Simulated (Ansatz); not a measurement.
# CH4FO− (SMILES [F-].CO): molecular dynamics

The task is to watch the atoms for 80 steps of 0.25 fs, started with velocities for 300 K and run with a Langevin thermostat.

Program: Ansatz 0.2.0, Gaussian basis. Level of theory: PBE0-D4/def2-SVPD. These are calculated values, not measurements.

## Step 1: The starting structure

The start, a pair relaxed at PBE0-D4: SMILES `[F-].CO`, 7 atoms, charge -1, spin multiplicity 1.

Atoms are counted from 1 here; the program's logs count them from 0.

Bond lengths: C2–O3 1.373 Å, C2–H4 1.105 Å, C2–H5 1.109 Å, C2–H6 1.109 Å, O3–H7 1.094 Å. Angles: O3–C2–H4 110.6°, O3–C2–H5 113.5°, O3–C2–H6 113.5°, H4–C2–H5 106.5°, H4–C2–H6 106.5°, H5–C2–H6 105.8°, C2–O3–H7 108.1°.

Geometry (Å):

```
atom    x (Å)    y (Å)    z (Å)
  F1   0.3840  -0.6113  -2.2441
  C2  -0.2387   0.1859   0.6610
  O3   0.9427  -0.0438  -0.0004
  H4  -0.0480   0.4570   1.7146
  H5  -0.9130  -0.6946   0.6794
  H6  -0.8348   1.0137   0.2255
  H7   0.7079  -0.3068  -1.0359
```

## Step 2: Dynamics

Contents of md/in.yaml:

```yaml
crystal:
  periodic: [false, false, false]
  atoms:
    - {symbol: F, position_ang: [0.383992, -0.611301, -2.244118]}
    - {symbol: C, position_ang: [-0.238650, 0.185903, 0.660964]}
    - {symbol: O, position_ang: [0.942697, -0.043846, -0.000429]}
    - {symbol: H, position_ang: [-0.048043, 0.457049, 1.714589]}
    - {symbol: H, position_ang: [-0.913033, -0.694594, 0.679375]}
    - {symbol: H, position_ang: [-0.834849, 1.013722, 0.225506]}
    - {symbol: H, position_ang: [0.707888, -0.306833, -1.035886]}
basis:
  gaussian: {orbitals: def2-SVPD}
total_charge: -1
hamiltonian: {xc: pbe0, dispersion: d4}
md: {n_steps: 80, timestep: 0.25, temperature: 300, ensemble: nvt_langevin, seed: 169, friction: 0.002, initial_velocities: maxwell_boltzmann}
```

Command:

```sh
$ ansatz run in.yaml --threads 2 --pin off --events-out ev --progress --plain --max-ram 5222MiB
```

Q: Predict the outcome of this session. Wanted: temperature at the start; mean temperature, second half; lowest and highest potential energy, from the first frame; largest change of potential + kinetic.

The runs gave:

```
                                                 quantity              value
                                                   length  80 steps, 20.0 fs
                                 temperature at the start              257 K
                            mean temperature, second half              221 K
lowest and highest potential energy, from the first frame      0 and 114 meV
                    largest change of potential + kinetic           50.7 meV
```

What this shows: The thermostat trades energy with the molecule, so the sum of potential and kinetic energy isn't conserved: it changes by +40 meV over the run. The mean temperature of the second half is still well below the 300 K set. With 7 atoms the instant temperature spans 146 to 259 K. No bond breaks or forms, judged by distance. Under Langevin the temperature counts 3N degrees of freedom, more than the drawn velocities fill, so it starts at 257 K, not 300 K.
